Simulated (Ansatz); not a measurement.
**SiSe⁺, doublet: reading a ladder of total energies**

Geometry: that of the SiSe, triplet, kept fixed.

```xyz
2

Si    0.0000    0.0000    0.0000
Se    0.0000    0.0000    2.3119
```

Basis cc-pVTZ; Ansatz 0.2.0. Only valence electrons are correlated (noble-gas cores and the filled d shells of p-block atoms frozen), which leaves 9 electrons in 58 orbitals. Prefix R: restricted or restricted open-shell reference; prefix U: unrestricted. No spin–orbit coupling is included, and no scalar relativity.

Full CI isn't at hand for all of this; UCCSDT(Q) serves as the reference, and is uncertain by the last step of the cluster series or more.

UCCSD has a T1 diagnostic of 0.030 and a largest doubles amplitude of 0.08.

Runs differ by some tens of microhartree through their thresholds and, for an open shell, their frozen cores, so steps under 0.03 kcal/mol mean nothing.

Here the R and U totals at CCSDT(Q) differ by 0.20 kcal/mol, a measure of how far such totals hang on the determinant and its frozen core.

```tsv
level	total energy (hartree)
UHF	-2688.526472
UMP2	-2688.716166
UCCSD	-2688.746875
UCCSD(T)	-2688.759068
UCCSDT	-2688.760852
UCCSDT(Q)	-2688.761861
```

**Question.** What is the correlation energy at UCCSDT(Q), and what share of it do UMP2 and UCCSD(T) recover?

**Answer.** E(corr) = -2688.761861 − (-2688.526472) = -0.235389 hartree = -6.405 eV. UMP2: -0.189694 / -0.235389 = 80.59 %. UCCSD(T): -0.232596 / -0.235389 = 98.81 %.

**Question.** By how many kcal/mol does UCCSD(T) miss UCCSDT(Q) (1 hartree = 627.509 kcal/mol), and which steps make up the rest?

**Answer.** -2688.759068 − (-2688.761861) = 0.002793 hartree = 1.75 kcal/mol. Steps: UCCSDT − UCCSD(T) = -1.12, UCCSDT(Q) − UCCSDT = -0.63 kcal/mol. Differences between like states or geometries often cancel part of this.
